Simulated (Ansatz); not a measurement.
`CC(=N)F` → 2 C• + F• + 4 H• + N•  (atomization)

Calculated with Ansatz (gas phase, PBE0-D4/def2-TZVP geometries, no zero-point term in ΔE). CCSD(T)/CBS is the MP2 limit (def2-TZVPP, def2-QZVPP) plus CCSD(T) − MP2 in def2-TZVPP, frozen cores. This one scheme is used for every species, atoms too. DFT in def2-TZVPP. Open shells (•) are unrestricted, without spin–orbit coupling. Spin–orbit coupling would lower the free atoms: a little for C, F. Each species was taken in one conformer, which may not be the lowest.

Question: What is ΔE at CCSD(T)/CBS? (An estimate is asked.)

Answer: Computed: +32.88 eV.

Question: What do these levels give: LDA (SPW92), PBE-D4, B97M-V, CAM-B3LYP-D4, B2PLYP, revPBE, BLYP, r2SCAN, CCSD/def2-SVP, MP2/def2-TZVPP, HF/def2-QZVPP, SCS-MP2/def2-QZVPP? (An estimate is asked.)

Answer: Ansatz gave: LDA (SPW92) 38.49, PBE-D4 34.16, B97M-V 33.01, CAM-B3LYP-D4 33.22, B2PLYP 32.71, revPBE 32.77, BLYP 33.05, r2SCAN 32.99, CCSD/def2-SVP 30.78, MP2/def2-TZVPP 32.68, HF/def2-QZVPP 23.05, SCS-MP2/def2-QZVPP 33.08 eV.

Largest T1 diagnostic among the species: 0.012.

From r2SCAN to r2SCAN0 (25 % exact exchange), in def2-TZVPP and without D4, ΔE moves by −0.74 eV: exact exchange takes away binding that semilocal exchange gives to molecules. The D4 term adds +0.17 eV with B3LYP and +0.09 eV with PBE0; it sums over pairs of atoms, weighted by their polarisabilities, and B3LYP, whose exchange is more repulsive, gets the larger term.

B3LYP here is the variant with VWN-RPA as its local correlation; programs differ in this.

For atomizations the MP2-based limit and the directly extrapolated one differ by several kJ/mol either way, and by 10 to 25 for some Ge, Se and Sn compounds, so smaller differences from it don't rank the levels.
